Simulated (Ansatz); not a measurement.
How far a parabola holds: energy against volume of fcc Ag

fcc Ag was calculated with PBE-D3(BJ) in Ansatz (PAW). Run with plane-wave cutoff 520 eV, 24×24×24 k mesh, Fermi–Dirac smearing 0.05 eV, no spin polarisation, scalar-relativistic PAW data made under PBE. The cell has no free parameter but its volume, all volumes share cutoff and mesh, and the runs aren't spin-polarised. Energies are free energies at the run's smearing, counted from the lowest row; static lattice.

| V (Å³/atom) | E (meV/atom) |
|---|---|
| 16.215 | 10.18 |
| 16.553 | 2.40 |
| 16.891 | 0.00 |
| 17.229 | 2.29 |
| 17.567 | 8.69 |
| 17.905 | ? |

The 5 complete rows are fitted with a parabola, E against V. With u = V - 16.9, the rows have u = -0.6850, -0.3470, -0.0090, 0.3290, 0.6670. Least squares gives E = -0.016 - 0.5423·u + 20.6638·u². Residuals (row less fit): 0.129, -0.260, 0.009, 0.248, -0.125; standard error 0.284 (degrees of freedom: 2). The fitted curve has its minimum at V = 16.9, where E = -0.02. Its curvature is d²E/dV² = 2 × 20.6638 meV/Å⁶, so B = V0·d²E/dV² × 0.1602 = 112 GPa.

### Question
What does the fit predict for E at V = 17.905, and how far is the calculated value from it?

### Answer
u = 1.0050, so E = -0.016 - 0.5423 × 1.0050 + 20.6638 × 1.0050² = 20.310 meV/atom. The calculation gives 18.67 meV/atom, 1.640 meV/atom below the prediction (8.8 % of the range of E in the table). The row lies outside the fitted rows, so this is an extrapolation. From the scatter of the fitted rows alone, a prediction at this place has a standard error of 0.672 meV/atom, so the miss is 2.4 times that.

The residuals are curvature that a parabola lacks, not noise. A solid that stiffens under compression and softens on expansion lies above the parabola at the compressed end and under it at the expanded end, as this row does. A third-order Birch-Murnaghan fit to the whole scan has B0 = 111 GPa. Only scans are tabulated whose curvature falls smoothly with volume, and where the parabola meets the shown rows within 5 % of their range and misses the end by 0.1 meV or more.

Measured, for comparison: bulk modulus 110 GPa (corrected for temperature and zero-point phonon effects, sources range from 104 to 111; as tabulated in Levämäki et al. (2014), arXiv:1402.3671). Computed less measured: bulk modulus +0.9 % (+0.0 % to +7 % over the range).

Ansatz is a quantum-chemistry and plane-wave program.
